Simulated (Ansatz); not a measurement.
**BH₂+ (singlet): wave-function methods side by side at scale of all distances = 1.000, aug-cc-pVTZ**

The task here is to estimate one member of a computed series from the others.

Computed with Ansatz 0.2.0, Gaussian basis. Level: aug-cc-pVTZ, core rule «outside noble gas», up to 1 orbitals frozen.

Plan: UHF; CCSD(T) on RHF; BCCD(T) on RHF; CCSDT(Q) on RHF; CASSCF and NEVPT2, 4 electrons in 6 orbitals; Full CI.

17 further runs of the same task are left out: 9 that didn't finish, 8 set aside as unsound or not needed.

### The system

The geometry derives from a PBE0/def2-TZVP stationary point (not a proven minimum). All distances are scaled together.

3 atoms, charge 1, spin multiplicity 1.

Atoms are counted from 1 here; the program's logs count them from 0.

Bond lengths: B1–H2 1.179 Å, B1–H3 1.179 Å. Angles: H2–B1–H3 180.0°.

The first run:

Input file in.yaml:

```yaml
crystal:
  periodic: [false, false, false]
  atoms:
    - {symbol: B, position_ang: [0.000000, 0.000000, 0.000000]}
    - {symbol: H, position_ang: [0.000000, 0.000000, -1.179181]}
    - {symbol: H, position_ang: [0.000000, 0.000000, 1.179181]}
basis:
  gaussian: {orbitals: aug-cc-pVTZ}
total_charge: 1
magnetization: {spin_polarized: true, initial_magnetization: 0}
hamiltonian: {xc: hf}
output: {orbitals: {seedname: orbitals}}
```

Command:

```sh
ansatz run in.yaml --threads 1 --pin off --events-out ev --progress --plain --max-ram 2393MiB
```

Steps of the session up to this table: UHF; CCSD(T) on RHF; BCCD(T) on RHF; CCSDT(Q) on RHF; CASSCF and NEVPT2, 4 electrons in 6 orbitals; Full CI.

One table of the session follows, with a row left open; its other results are not shown here.

It belongs to the step «Misses and costs». 

```
        method  from FCI (meV)
           RHF         +2369.4
          RMP2          +488.5
         RCCSD           +33.4
      RCCSD(T)            +7.3
       BCCD(T)               ?
        RCCSDT            +0.6
     RCCSDT(Q)            +0.1
CASSCF valence         +1238.7
NEVPT2 valence          +261.1
           FCI               0
```

Q: Estimate the row for BCCD(T) from the others.

**Answer.** from FCI (meV): +7.2. In the column «from FCI (meV)» it lies between RCCSDT (+0.6) and RCCSD(T) (+7.3).
